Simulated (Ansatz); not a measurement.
Frontier orbitals of `N1[SiH2]P1`.

```tsv
atom	x (Å)	y (Å)	z (Å)
N1	-0.674	-0.017	-0.832
Si2	0.630	0.581	0.099
P3	-1.294	-0.179	0.823
H4	-0.763	-0.728	-1.539
H5	1.844	-0.253	0.269
H6	0.945	2.018	-0.048
H7	-0.687	-1.422	1.228
```

Total charge 0; spin multiplicity 1. The structure was optimised at the PBE0-D4/def2-TZVP level. Basis def2-TZVPP, Ansatz.

Orbital energies of one run (eV). Highest occupied ones, from the top: -6.72, -7.95, -8.72, -10.12, -10.85, -13.01, -14.79, -17.13, -24.31, -100.02, -100.06, -100.08, -129.10, -129.15. Empty: -0.65, -0.25, 0.77, 1.84, 2.00, 2.21.

Question: Which functional gave them?
A. CAM-B3LYP
B. PBE0
C. LC-ωPBE
D. B97M-V

Answer: B. HOMO energies: PBE0 -6.72, CAM-B3LYP -7.96, LC-ωPBE -9.28, B97M-V -5.89 eV.

LC-ωPBE has ω = 0.4 bohr⁻¹.
